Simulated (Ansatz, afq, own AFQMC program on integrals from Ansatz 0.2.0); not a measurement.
# SiN⁺, singlet in 6-31G, levels against full CI

```yaml
atoms:
  - { symbol: Si, position_ang: [0.0000, 0.0000, 0.0000] }
  - { symbol: N, position_ang: [0.0000, 0.0000, 1.5638] }
```

Basis 6-31G. Only valence electrons are correlated. Integrals, coupled cluster, full CI and functionals: Ansatz 0.2.0; the random walks run on the same integrals in our own AFQMC program. ph-AFQMC/CISD is guided by a CISD state made of CCSD amplitudes; releasing the constraint for a short imaginary time cuts its bias at the price of noise, slowly where states lie close. Uncertainties: one standard error, sampling alone.

Determinant: RHF, the one that the program's search chose, which needn't be the lowest solution. The geometry is a PBE0/def2-TZVP stationary point of this or a neighbouring charge and spin state.

Full CI on the same integrals is exact in this basis and with this determinant's frozen core.

Cautions: another spin lies lower; restricted determinant unstable towards unrestricted (UHF 2.20 eV lower, ⟨S²⟩ 1.18); the search met a lower determinant of the same kind, perhaps of another symmetry (261 meV lower), and this one is a saddle point; strong correlation (T1 0.119, weight of the determinant 0.65, largest double 0.24); (T) is large, 9 % of the CCSD correlation; (Q) is large, 117 meV, so the cluster series hasn't closed; the released energies are still falling, so no released level is given (meV from the phaseless value at times in 1/Eh: -26 ± 6 at 0.24, -51 ± 5 at 0.51, -77 ± 4 at 0.99, -111 ± 5 at 1.62, -129 ± 4 at 2.40); CCSDTQ on the UHF determinant differs (171 meV lower), perhaps since the unrestricted series falls towards higher spin.

```
T1 diagnostic                               : 0.1192
weight of the determinant in the CISD state : 0.647
size of the correlated space                : 8 electrons in 16 orbitals
```

Reference: full CI, correlation energy -6.411 eV. The cautions show a poor starting determinant, so the rows tell how each method copes with it here, and full CI is the sure value.

```tsv
level	E − E(reference) (kJ/mol)	share of correlation (%)
HF	618.6	0.00
MP2	163.6	73.56
CCSD	47.7	92.30
CCSD(T)	-3.3	100.53
CCSDT	4.7	99.24
CCSDT(Q)	-6.6	101.07
CCSDTQ	0.9	99.86
ph-AFQMC/HF	52.8 ± 3.6	91.46
ph-AFQMC/CISD	19.3 ± 0.6	96.88
```

CCSDT and higher add their correlation energy to the determinant of the CCSD(T) run, since their own runs factorise the integrals more tightly (a shift of under 2 meV). A walk keeps the symmetry of its determinant, which the program's search chose and which needn't be the lowest solution, so a lower state of the same spin and another symmetry isn't excluded.
